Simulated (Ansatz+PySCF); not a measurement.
Values are calculated unless marked as measured or tabulated.
**Several solutions for singlet C₂H₆**

```xyz
8

C     0.0000    0.0000   -0.7596
C     0.0000    0.0000    2.2787
H     0.0000   -1.0240   -1.1651
H    -0.8868    0.5120   -1.1651
H     0.8868    0.5120   -1.1651
H     0.0000    1.0240    2.6842
H    -0.8868   -0.5120    2.6842
H     0.8868   -0.5120    2.6842
```

Basis set: STO-3G (spherical functions). Charge 0, multiplicity 1.

UHF was run from several starts with Ansatz (development build ahead of 0.2.0) and PySCF 2.14.0.

```tsv
run	program	start	converged	energy (hartree)	<S²>
A	Ansatz	atomic start, no search	yes	-77.95472	0.00
B	PySCF	guess minao, instabilities followed	yes	-78.13249	1.00
C	PySCF	program defaults	yes	-77.95472	0.00
D	Ansatz	search for the lowest state	yes	-78.13249	1.00
E	Ansatz	stability test followed	yes	-78.13249	1.00
F	PySCF	guess atom, instabilities followed	yes	-78.13249	1.00
G	PySCF	guess 1e, instabilities followed	yes	-78.13249	1.00
H	PySCF	guess huckel, instabilities followed	yes	-78.13249	1.00
```

(1) Which runs reached the lowest solution of this kind, and what is wrong with the others?

Answers

(1) B, D, E, F, G, H reached the lowest solution found. Converged but too high: A by 4.84 eV, C by 4.84 eV. Convergence only shows a stationary point, and even a stable one can lie too high; stability tests and further starts are what find lower ones. Caution: the unrestricted determinant is a mixture of spin states. Caution: the determinant breaks the point group.
